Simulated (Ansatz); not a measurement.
A run on `NC=[NH2+]` with other settings.

```yaml
crystal:
  periodic: [false, false, false]
  atoms:
    - {symbol: N, position_ang: [-0.678305, 0.767515, -0.872517]}
    - {symbol: C, position_ang: [-0.031344, 0.194345, 0.381876]}
    - {symbol: N, position_ang: [0.441606, -0.899424, 0.207220]}
    - {symbol: H, position_ang: [-0.388637, 0.611931, -1.640876]}
    - {symbol: H, position_ang: [-1.176628, 1.822102, -0.505361]}
    - {symbol: H, position_ang: [-0.034442, 0.728570, 1.303347]}
    - {symbol: H, position_ang: [0.852359, -1.481862, 1.410028]}
    - {symbol: H, position_ang: [0.848255, -1.471552, -0.407464]}
basis:
  gaussian: {orbitals: pcseg-2}
total_charge: 1
hamiltonian: {xc: {name: revPBE0}, dispersion: d3bj}
output: {forces: true}
```

```sh
$ ansatz run in.yaml --threads 2 --pin off --events-out ev --progress --plain --max-ram 32768MiB --backend cpu
```

Output, abridged:

```
Functional definition: revPBE0
724 factors; their error is unknown
mean field evaluation 1: about -4069.0745 eV, gradient 9.3e1 eV
mean field evaluation 2: about -4044.5826 eV, gradient 1.3e2 eV
mean field evaluation 4: about -4086.2061 eV, gradient 1.6e1 eV
mean field evaluation 8: about -4086.7338 eV, gradient 2.0e-1 eV
mean field evaluation 16: about -4086.7211 eV, gradient 7.2e-5 eV
mean field -4086.72112830 eV, -150.1842313858 hartree, gradient 2.2e-5 eV, S^2 0.000000; 0 other end points of the search recorded, 0 dependent functions left out
reference -4086.72115970 eV, -150.1842325397 hartree; 12, 12 occupied and 148, 148 virtual orbitals, 724 factors
Total energy: -4086.97646644 eV, -150.1936148895 hartree
Atom 0 at    -0.678305     0.767515    -0.872517 Å, force    -5.452308     6.413705    20.762962 eV/Å
Atom 1 at    -0.031344     0.194345     0.381876 Å, force    -4.491034     6.002885    -7.091359 eV/Å
Atom 2 at     0.441606    -0.899424     0.207220 Å, force     3.669533    -5.911082     9.835573 eV/Å
Atom 3 at    -0.388637     0.611931    -1.640876 Å, force     4.977313    -2.449802   -13.076916 eV/Å
Atom 4 at    -1.176628     1.822102    -0.505361 Å, force     2.212157    -4.266264    -2.536777 eV/Å
Atom 5 at    -0.034442     0.728570     1.303347 Å, force    -0.591680     0.262693     0.516283 eV/Å
Atom 6 at     0.852359    -1.481862     1.410028 Å, force    -1.374840     2.131017    -4.410066 eV/Å
Atom 7 at     0.848255    -1.471552    -0.407464 Å, force     1.050858    -2.183151    -3.999700 eV/Å
Dipole moment:     0.332400    -0.169186     0.355732 e Å
```

Hardware: 2 threads of a server CPU on a shared host. Wall time 3.7 s, peak host memory 0.37 GiB.
